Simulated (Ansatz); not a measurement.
A made-up structure of BNH₃S (charge -1), singlet:

| atom | x (Å) | y (Å) | z (Å) |
| --- | --- | --- | --- |
| N1 | -0.4180 | -0.0047 | -0.6607 |
| B2 | 0.3751 | -0.1012 | 0.5299 |
| S3 | 0.5989 | 1.2219 | 1.6744 |
| H4 | -0.5438 | -0.7607 | -1.3115 |
| H5 | 1.6185 | 0.6310 | 2.3533 |
| H6 | 0.8808 | -1.2066 | 0.6639 |

It is relaxed with PBE-D4/def2-SVPD and then PBE0-D4/def2-TZVPD (Ansatz 0.2.0). Atoms count as bonded within 1.22 times the sum of their covalent radii (H–H: 0.88 Å). The end point is not checked to be a true minimum.

**Question.** Does its bonding change? (A judgement: the text doesn't fix the answer.)

**Answer.** The calculation gives: No: no bond forms or breaks.

Where it ends: The first stage lowers the energy by 0.57 eV in 7 steps. It ends as BNH₃S ([NH][BH][SH]), total charge -1:
```xyz
6
angstrom
N -0.4715 0.0549 -0.6565
B 0.3606 -0.1760 0.3841
S 0.6868 1.2549 1.6243
H -0.5702 -0.7684 -1.2453
H 1.5256 0.5985 2.4412
H 0.9802 -1.1843 0.7015
```

Labels in which every atom is bracketed show which atoms are joined, not bond orders.

For scale, one of the runs: PBE0-D4/def2-TZVPD relaxation, 147 basis functions, launched by `ansatz run in.yaml --threads 2 --pin off --events-out ev --progress --plain --max-ram 4352MiB`. Hardware: 2 CPU threads of an Arm Neoverse V2, shared host. Wall time about 15 s.
